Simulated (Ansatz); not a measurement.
# CHS−: one structure at several levels

The task here is to estimate one member of a computed series from the others.

Computed with Ansatz 0.2.0, Gaussian basis. Level: single points in def2-TZVPPD.

Cores are frozen in the correlated methods.

### Starting geometry

SMILES `[CH-]=S`, 3 atoms, charge -1, spin multiplicity 1.

Atoms are counted from 1 here; the program's logs count them from 0.

Bond lengths: C1–S2 1.682 Å, C1–H3 1.185 Å. Angles: S2–C1–H3 115.8°.

Coordinates:

```csv
atom,x (Å),y (Å),z (Å)
C1,-0.1656,0.5423,-0.0397
S2,1.2037,-0.2405,0.5433
H3,-0.9813,-0.1529,-0.5459
```

The first run:

run/in.yaml

```yaml
crystal:
  periodic: [false, false, false]
  atoms:
    - {symbol: C, position_ang: [-0.165600, 0.542300, -0.039700]}
    - {symbol: S, position_ang: [1.203700, -0.240500, 0.543300]}
    - {symbol: H, position_ang: [-0.981300, -0.152900, -0.545900]}
basis:
  gaussian: {orbitals: "def2-TZVPPD.json"}
total_charge: -1
correlation: {method: ccsd_t}
output: {forces: true}
```

The basis file named in the input lies beside it (Basis Set Exchange, JSON).

No record of the launch command was kept for these runs.

Steps of the session up to this table: CCSD(T)/def2-TZVPPD; PBE0-D4/def2-TZVPPD; wB97M-V/def2-TZVPPD; r2SCAN-D4/def2-TZVPPD; PBE-D4/def2-TZVPPD; CAM-B3LYP-D4/def2-TZVPPD; HSE06-D4/def2-TZVPPD.

One of the session's tables, all rows but one given; the rest of the session is left out.

```
      method  RMS force component (eV/Å)  angle to CCSD(T) forces (°)
     CCSD(T)                       0.668                    reference
     PBE0-D4                           ?                            ?
     wB97M-V                       0.713                         23.5
   r2SCAN-D4                       0.601                         15.3
      PBE-D4                       0.536                          8.5
CAM-B3LYP-D4                       0.731                         26.8
    HSE06-D4                       0.651                         22.4
```

**Question.** Estimate the row for PBE0-D4.

As computed: RMS force component (eV/Å): 0.658; angle to CCSD(T) forces (°): 23.0. In the column «RMS force component (eV/Å)» it lies between HSE06-D4 (0.651) and CCSD(T) (0.668).

To keep in mind: The anion's highest level is positive in at least one run, so there the basis alone may hold the extra electron.
